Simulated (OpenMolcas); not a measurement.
# C3H6O2 (SMILES COC(C)=O) at FNO-MP2/ANO-RCC-VDZP (DKH2, RICD fitting, virtual fraction 0.6)

Aim: the energy change on altering one bond length of C3H6O2 at FNO-MP2/ANO-RCC-VDZP (DKH2, RICD fitting, virtual fraction 0.6), from 2 runs. 

The results are computed with OpenMolcas 26.06.

## (1) The structure to begin with

The species is C3H6O2 (11 atoms), meant as a singlet with charge 0. SMILES: `COC(C)=O`. The coordinates come from a PBE0-D4/def2-TZVP relaxation. This is one conformer, not always the lowest.

Bond lengths: C1–O2 1.423 Å, O2–C3 1.341 Å, C3–C4 1.498 Å, C3–O5 1.201 Å, C1–H6 1.091 Å, C1–H7 1.091 Å, C1–H8 1.088 Å, C4–H9 1.092 Å, C4–H10 1.087 Å, C4–H11 1.092 Å. Some angles: C1–O2–C3 115.2°, O2–C3–C4 111.1°, O2–C3–O5 123.3°, C4–C3–O5 125.6°, O2–C1–H6 110.7°, O2–C1–H7 110.7°, O2–C1–H8 105.9°, C3–C4–H9 109.9°, C3–C4–H10 109.5°, C3–C4–H11 109.9°.

## (2) A single-point energy at FNO-MP2/ANO-RCC-VDZP (DKH2, RICD fitting, virtual fraction 0.6)

File geom.xyz:

```xyz
11

C     -1.440600     0.996700     0.557900
O     -0.644700    -0.165700     0.353700
C      0.525400     0.044800    -0.267200
C      1.284800    -1.235300    -0.432100
O      0.892500     1.128500    -0.632400
H     -0.908700     1.724200     1.172600
H     -1.693000     1.462600    -0.395700
H     -2.340700     0.656000     1.064800
H      1.477000    -1.681300     0.545500
H      2.223600    -1.037600    -0.942800
H      0.689800    -1.949800    -1.003900
```

File job.input:

```
&GATEWAY
  Coord=geom.xyz
  Basis=ANO-RCC-VDZP
  Group=NoSym
  RICD

&SEWARD

&SCF
  PrOrbitals=0

&MBPT2
  FNOMP2=0.6
  DoMP2
  Frozen=5
```

The run is started by

```bash
export MOLCAS_MEM=1860
pymolcas job.input > job.log
```

What it wrote, shortened:

```text
--- Start Module: gateway ---
[...]
--- Stop Module: gateway /rc=_RC_ALL_IS_WELL_ ---
[...]
      Basis functions          100
[...]
--- Start Module: scf ---
[...]
       Convergence after  12 Iterations
[...]
::    Total SCF energy                               -267.0846132276
[...]
      Total spin, S                                     0.0000000000
[...]
      Total electronic charge=   40.000000
      Total            charge=   -0.000000
[...]
      Dipole Moment (debye):
      Origin of the operator (angstrom)=    0.1059    0.1653   -0.0771
                   X= -1.0410E+00               Y= -1.5843E+00               Z=  7.8834E-01           Total=  2.0531E+00
      Quadrupole Moment (debye*angstrom):
[...]
--- Stop Module: scf /rc=_RC_ALL_IS_WELL_ ---
[...]
--- Start Module: mbpt2 ---
[...]
WARNING!
Default frozen orbitals as non valence orbitals is overwritten by user input.
Default values:   5
[...]
       Reference weight ( Cref**2 )         =        0.81115
::    Total MBPT2 energy                             -267.8168403979
[...]
--- Stop Module: mbpt2 /rc=_RC_ALL_IS_WELL_ ---
[...]
```

It took 6.3 s on 1 thread of Arm Neoverse V2, shared host; peak memory 0.081 GiB.

## (3) The distorted shape at the same level

File geom.xyz:

```xyz
11

C     -1.675331     0.947268     0.685592
O     -0.879431    -0.215132     0.481392
C      0.290669    -0.004632    -0.139508
C      1.050069    -1.284732    -0.304408
O      0.657769     1.079068    -0.504708
H     -1.143431     1.674768     1.300292
H     -1.927731     1.413168    -0.268008
H     -2.575431     0.606568     1.192492
H      1.242269    -1.730732     0.673192
H      2.223600    -1.037600    -0.942800
H      0.455069    -1.999232    -0.876208
```

File job.input:

```
>>> EXPORT MOLCAS_PRINT=2

&gateway
 coord
 geom.xyz
 basis
 ANO-RCC-VDZP
 group
 NoSym
 ricd

&seward

&scf
 prorbitals
 0

&mbpt2
 fnomp2
 0.6
 domp2
 frozen
 5
```

The run is started by

```bash
export MOLCAS_MEM=1860
pymolcas job.input > job.log
```

What it wrote, shortened:

```text
--- Start Module: gateway ---
[...]
--- Stop Module: gateway /rc=_RC_ALL_IS_WELL_ ---
[...]
      Basis functions          100
[...]
--- Start Module: scf ---
[...]
       Convergence after  12 Iterations
[...]
::    Total SCF energy                               -267.0514960203
[...]
      Total spin, S                                     0.0000000000
[...]
      Total electronic charge=   40.000000
      Total            charge=   -0.000000
[...]
      Dipole Moment (debye):
      Origin of the operator (angstrom)=   -0.1256    0.1166    0.0488
                   X= -1.1992E+00               Y= -1.5396E+00               Z=  8.6093E-01           Total=  2.1330E+00
      Quadrupole Moment (debye*angstrom):
[...]
--- Stop Module: scf /rc=_RC_ALL_IS_WELL_ ---
[...]
--- Start Module: mbpt2 ---
[...]
WARNING!
Default frozen orbitals as non valence orbitals is overwritten by user input.
Default values:   5
[...]
       Reference weight ( Cref**2 )         =        0.80823
::    Total MBPT2 energy                             -267.7857209080
[...]
--- Stop Module: mbpt2 /rc=_RC_ALL_IS_WELL_ ---
[...]
```

It took 6.3 s on 1 thread of Arm Neoverse V2, shared host; peak memory 0.081 GiB.

## (4) Summary of results

At FNO-MP2/ANO-RCC-VDZP (DKH2, RICD fitting, virtual fraction 0.6), 5 core orbitals frozen:

| quantity | value |
| --- | --- |
| first shape: total energy | -267.81684 Eh |
| first shape: dipole moment (mean-field density) | 2.05 D |
| first shape: HOMO energy (Hartree–Fock orbitals) | -12.31 eV |
| first shape: LUMO energy (Hartree–Fock orbitals) | 2.25 eV |
| first shape: HOMO–LUMO gap (Hartree–Fock orbitals) | 14.56 eV |
| first shape: correlation energy (5 core orbitals frozen) | -732.2 mEh |
| distorted shape: total energy | -267.78572 Eh |
| distorted shape: dipole moment (mean-field density) | 2.13 D |
| distorted shape: HOMO energy (Hartree–Fock orbitals) | -12.34 eV |
| distorted shape: LUMO energy (Hartree–Fock orbitals) | 2.24 eV |
| distorted shape: HOMO–LUMO gap (Hartree–Fock orbitals) | 14.58 eV |
| distorted shape: correlation energy (5 core orbitals frozen) | -734.2 mEh |
| energy change with the C4–H10 bond stretched from 1.087 to 1.359 Å | 0.847 eV |

**Reading.** With the C4–H10 bond stretched from 1.087 to 1.359 Å the energy rises by 0.85 eV (19.5 kcal/mol). The first shape isn't relaxed at this level, so the change isn't measured from a minimum. Mulliken charges (first shape) of the mean-field density run from -0.51 on O5 to +0.60 on C3; they depend strongly on the basis.
